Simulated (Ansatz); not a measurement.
C4H7N, SMILES `C=C=CCN` at its PBE0-D4/def2-TZVP geometry, where that method's forces vanish. Total charge 0; spin multiplicity 1.

```xyz
12

C    -0.8707    2.3237   -0.6087
C    -0.7987    1.0570   -0.3232
C    -0.7205   -0.2079   -0.0282
C     0.4274   -0.8324    0.7081
N     0.9798   -1.9264   -0.0768
H    -0.4732    2.7151   -1.5398
H    -1.3346    3.0296    0.0730
H    -1.5164   -0.8798   -0.3427
H     1.1493   -0.0480    0.9743
H     0.0526   -1.2559    1.6470
H     1.4013   -1.5675   -0.9247
H     1.7039   -2.4076    0.4416
```

**Question.** What forces (eV/Å) does ωB97M-V/def2-TZVPP give on these atoms in Ansatz 0.2.0? (An estimate is asked.)

**Answer.** The calculation gave: 
```
C1  -0.011  0.204 -0.045
C2   0.012 -0.019  0.009
C3  -0.184 -0.071 -0.094
C4   0.025  0.146  0.314
N5   0.125 -0.141 -0.114
H6  -0.030 -0.064  0.087
H7   0.040 -0.094 -0.053
H8   0.064  0.077  0.024
H9  -0.052 -0.075 -0.032
H10  0.041  0.044 -0.088
H11 -0.002 -0.028  0.032
H12 -0.027  0.021 -0.040
```
